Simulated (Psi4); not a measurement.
Process, species as SMILES: OO (H2O2) + H+ → O[OH2+]
B3LYP-D3(BJ)/def2-TZVP geometries, fixed; electronic energies without zero-point terms; positive where energy is released.

Effect of the grid (radial, spherical points) at B3LYP/cc-pVTZ with Psi4, against the last row, where the proton affinity is 168.21 kcal/mol. Cost is core time over that of grid: 35, 110, rough, on shared machines of one kind.

```tsv
setting	grid points, largest species	largest shift of a total energy (mEh)	shift of the proton affinity (kcal/mol)	cost
grid: 35, 110	19040	0.027	0.012	1×
grid: 50, 194	47678	-0.007	0.006	1×
grid: 75, 302	109682	0.001	0.001	2×
grid: 99, 590	281554	0.000	0.000	2×
grid: 150, 974	700213	0.000	0.000	5×
```

Within 0.02 kcal/mol in the proton affinity: grid: 35, 110; grid: 50, 194; grid: 75, 302; grid: 99, 590. The largest shift is 0.027 mEh in a total energy and 0.012 kcal/mol in the difference.
